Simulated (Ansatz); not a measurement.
H7NSi2, SMILES `N[SiH2][SiH3]`. Charge 0, multiplicity 1. All single points use the PBE0-D4/def2-TZVP geometry. It is one conformer, not always the lowest.

```xyz
10

N    -0.283   -0.232   -1.752
Si   -0.333    0.744   -0.331
Si    0.382   -0.544    1.488
H     0.554   -0.747   -1.972
H    -0.733    0.091   -2.594
H    -1.742    1.185   -0.143
H     0.498    1.989   -0.373
H     1.722   -1.131    1.203
H    -0.562   -1.659    1.768
H     0.498    0.304    2.706
```

**Question.** What is the dipole moment at B3LYP/def2-TZVPP? (An estimate is asked.)

**Answer.** Computed: 1.45 D, with components (0.36, -0.02, -1.40) D in this frame, pointing from negative to positive charge.

**Question.** And with PBE, r2SCAN, ωB97M-V? (Estimate.)

**Answer.** Ansatz gave: PBE 1.48 D, r2SCAN 1.48 D, ωB97M-V 1.47 D.

**Question.** Give the Mulliken charges with B3LYP, ωB97M-V, r2SCAN in def2-TZVPP. (Best estimate.)

**Answer.** Ansatz gave: 
```tsv
atom	B3LYP	ωB97M-V	r2SCAN
N1	-0.40	-0.37	-0.45
Si2	0.35	0.27	0.38
Si3	0.15	0.04	0.16
H4	0.13	0.11	0.15
H5	0.13	0.11	0.15
H6	-0.08	-0.04	-0.08
H7	-0.10	-0.06	-0.11
H8	-0.07	-0.03	-0.07
H9	-0.06	-0.02	-0.06
H10	-0.06	-0.02	-0.07
```

B3LYP here is the variant with VWN-RPA as its local correlation; programs differ in this.
